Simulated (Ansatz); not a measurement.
# C₂H₃FO₂S: basis-set convergence

One table from this session's results is given with a row withheld; the runs are named, their logs left out.

Method: one geometry, several basis sets; program: Ansatz 0.2.0, Gaussian basis.

Plan: PBE0-D4/def2-SVP; ωB97M-V/def2-SVP; PBE0-D4/def2-QZVPP; ωB97M-V/def2-QZVPP; the functionals' def2-TZVPP values are taken from earlier runs.

### The geometry

All runs share one geometry, relaxed beforehand with PBE0-D4 in a triple-zeta def2 set.

SMILES `O[C@H]1S[C@]1(O)F`, 9 atoms, charge 0, spin multiplicity 1.

Atoms are counted from 1 here; the program's logs count them from 0.

Bond lengths: O1–C2 1.354 Å, O1–H7 0.967 Å, C2–S3 1.875 Å, C2–C4 1.466 Å, C2–H8 1.083 Å, S3–C4 1.795 Å, C4–O5 1.360 Å, C4–F6 1.355 Å, O5–H9 0.963 Å. Angles: C2–O1–H7 108.0°, O1–C2–S3 120.9°, O1–C2–C4 121.0°, O1–C2–H8 112.5°, S3–C2–C4 63.6°, S3–C2–H8 112.0°, C4–C2–H8 118.2°, C2–S3–C4 47.0°, C2–C4–S3 69.4°, C2–C4–O5 115.2°, C2–C4–F6 118.5°, S3–C4–O5 120.3°, S3–C4–F6 116.3°, O5–C4–F6 111.5°, C4–O5–H9 109.6°.

The first run:

in.yaml reads:

```yaml
crystal:
  periodic: [false, false, false]
  atoms:
    - {symbol: O, position_ang: [1.143489, -0.337177, -1.333278]}
    - {symbol: C, position_ang: [0.917896, -0.318557, 0.001254]}
    - {symbol: S, position_ang: [0.729770, 1.302259, 0.924562]}
    - {symbol: C, position_ang: [-0.414171, -0.025632, 0.538878]}
    - {symbol: O, position_ang: [-1.388242, 0.155885, -0.393102]}
    - {symbol: F, position_ang: [-0.861843, -0.754761, 1.588968]}
    - {symbol: H, position_ang: [0.391904, 0.085824, -1.769757]}
    - {symbol: H, position_ang: [1.544549, -1.020558, 0.538113]}
    - {symbol: H, position_ang: [-1.974750, 0.866317, -0.112737]}
basis:
  gaussian: {orbitals: def2-SVP}
hamiltonian: {xc: pbe0, dispersion: d4}
output: {orbitals: {seedname: orbitals}}
```

Steps of the session up to this table: PBE0-D4 in def2-SVP; ωB97M-V in def2-SVP; PBE0-D4 in def2-QZVPP; ωB97M-V in def2-QZVPP.

One of the session's tables, all rows but one given; the rest of the session is left out.

It belongs to the step «Functionals by basis». 

```
functional       basis  HOMO (eV)  LUMO (eV)
   PBE0-D4    def2-SVP          ?          ?
   PBE0-D4  def2-TZVPP      -7.35      -0.32
   PBE0-D4  def2-QZVPP      -7.40      -0.48
   ωB97M-V    def2-SVP      -9.41       2.42
   ωB97M-V  def2-TZVPP      -9.59       1.73
   ωB97M-V  def2-QZVPP      -9.65       1.30
```

Estimate the missing values for PBE0-D4, def2-SVP.

As computed: HOMO (eV): -7.20; LUMO (eV): 0.18. In the column «HOMO (eV)» it is the highest.
